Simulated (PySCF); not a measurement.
# Carbon: a sound run and one with changed settings

Sound run: C [He] 2s2 2p2, C⁺ [He] 2s2 2p1. Calculation: PySCF 2.14, in aug-cc-pVDZ (4s3p2d, 23 functions); no relativity, point nucleus. The sound run starts from symmetry-adapted Hartree-Fock orbitals and uses a fine grid where one is needed.

Changed run: radial step 0.8 in ln r (0.13 in the sound run). This setting is unsound on purpose.

```json
{"species": "C", "method": "UHF", "sound run (hartree)": "-37.68776", "changed run (hartree)": "-37.68776", "converged": "yes"}
{"species": "C", "method": "LDA", "sound run (hartree)": "-37.46043", "changed run (hartree)": "-37.47927", "converged": "yes"}
{"species": "C", "method": "M06-L", "sound run (hartree)": "-37.84291", "changed run (hartree)": "-37.89117", "converged": "yes"}
{"species": "C⁺", "method": "UHF", "sound run (hartree)": "-37.29025", "changed run (hartree)": "-37.29025", "converged": "yes"}
{"species": "C⁺", "method": "LDA", "sound run (hartree)": "-37.03047", "changed run (hartree)": "-37.04240", "converged": "yes"}
{"species": "C⁺", "method": "M06-L", "sound run (hartree)": "-37.42024", "changed run (hartree)": "-37.46485", "converged": "yes"}
```

Ionisation energy of C:

```tsv
method	sound run (eV)	changed run (eV)
UHF	10.817	10.817
LDA	11.700	11.888
M06-L	11.501	11.601
```

A coarse radial grid mis-integrates the density and the exchange-correlation energy, with errors of either sign; Hartree-Fock needs no grid.

For comparison, NIST gives 11.260 eV between the lowest levels.
